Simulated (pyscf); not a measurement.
H₂N–GeH(F)–F → F–Ge:–F [singlet] + NH₃ (1,1-elimination; singlet surface; Ge–N, Ge–H broken, H–N formed). PySCF, gas phase, ωB97X-D3(BJ)/def2-SVP geometries. Correlated levels are frozen-core, on RHF or UHF. ΔMP2 is the change of the MP2 total energy from the triple- to the quadruple-zeta basis. Energies in kcal/mol from the reactant's lowest minimum found.

```
level                             barrier  reaction energy
--------------------------------  -------  ---------------
ωB97X-D3(BJ)/def2-TZVP               61.9            +16.4
B3LYP-D3(BJ)/def2-TZVP               54.6             +8.8
M06-2X/def2-TZVP                     61.7            +19.2
ωB97M-D3(BJ)/def2-TZVP               58.9            +10.4
MP2/def2-QZVPP                       60.6            +17.1
CCSD(T)/def2-TZVPP                    [?]            +17.3
CCSD(T)/def2-TZVPP + ΔMP2(QZVPP)      [?]              [?]
```

Task: Complete the blanks.

Result: 
- CCSD(T)/def2-TZVPP, barrier: 61.4
- CCSD(T)/def2-TZVPP + ΔMP2(QZVPP), barrier: 60.3
- CCSD(T)/def2-TZVPP + ΔMP2(QZVPP), reaction energy: +15.0

On the product side the descent ends in an adduct with a Ge–N contact, 22.3 kcal/mol under the separated species and 67.8 kcal/mol under the saddle at ωB97X-D3(BJ)/def2-TZVP. What is counted as broken (Ge–N) persists as a longer contact in the product adduct; parting that adduct is a step of its own. This is the saddle that the search found; another between the same sides may lie lower. The CCSD(T) − MP2 part came from Ansatz, without density fitting, on the same reference. The frozen core leaves the outer d or s,p core shells of the metals and heavy elements correlated in the MP2 and CC values, and def2-TZVPP describes them poorly, which can shift differences by a few kcal/mol. Elements up to Kr have no core potential and no relativistic terms here.
